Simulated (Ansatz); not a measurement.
The end point of a relaxation of Al. All values below come from r2SCAN (plane waves to 500 eV, PAW, scalar-relativistic; Ansatz, a quantum-chemistry and plane-wave program).

```xyz
1
Lattice="0.0000 1.9954 1.9954 1.9954 0.0000 1.9954 1.9954 1.9954 0.0000" Properties=species:S:1:pos:R:3 pbc="T T T"
Al     0.0000     0.0000     0.0000
```

Determine the symmetry and give the standard cell with its independent sites.

Space group Fm-3m (No. 225); a = b = c = 3.9907 Å, α = β = γ = 90.00°

```csv
atom,site,symmetry,x,y,z
Al,4a,m-3m,0.0000,0.0000,0.0000
```

This is the fcc (Cu type).

Give the shortest distances between elements (the closest pairs, up to four, under 3.6 Å).

Al–Al 2.82 Å.

- Volume per atom: 15.89 Å³
- Band gap: no gap (metallic)

No spin polarisation in the result.

Measured for Al: a 4.018 Å (static lattice; corrected from measurement; as listed in Daniel Mejia-Rodriguez, S. B. Trickey, Phys. Rev. B (2018)). Computed minus measured — a: r2SCAN -0.7 %. The computed values are for a static lattice.

The run could not lose the symmetry of its start.
